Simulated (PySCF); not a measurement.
Basis-set dependence of F₂⁺ at PBE

PySCF, UKS reference; doublet, unpaired electrons π ↑; De to F⁺ + F without counterpoise correction.

```json
{"basis": "pcseg-1", "relativity": "no relativity", "functions": "28", "Re (Å)": "1.335", "ωe (cm⁻¹)": "1081", "De (eV)": "4.56"}
{"basis": "jorge-DZP-DKH", "relativity": "spin-free X2C", "functions": "30", "Re (Å)": "1.333", "ωe (cm⁻¹)": "1088", "De (eV)": "4.57"}
{"basis": "6-311G(d,p)", "relativity": "no relativity", "functions": "36", "Re (Å)": "1.325", "ωe (cm⁻¹)": "1084", "De (eV)": "4.52"}
{"basis": "def2-TZVPPD", "relativity": "no relativity", "functions": "80", "Re (Å)": "1.316", "ωe (cm⁻¹)": "1151", "De (eV)": "4.75"}
```

(1) How does each smaller set differ from the one with most functions, def2-TZVPPD?

The state was picked by a PBE0 search and need not be the measured ground state.

Answers

(1) pcseg-1: +1.9 pm, -6.1 % in ωe, -0.19 eV in De; jorge-DZP-DKH: +1.7 pm, -5.5 % in ωe, -0.18 eV in De; 6-311G(d,p): +0.9 pm, -5.8 % in ωe, -0.23 eV in De. All at PBE; the set with most functions is neither the basis-set limit nor always the best. The rows treat relativity differently, so the differences are not basis effects alone.
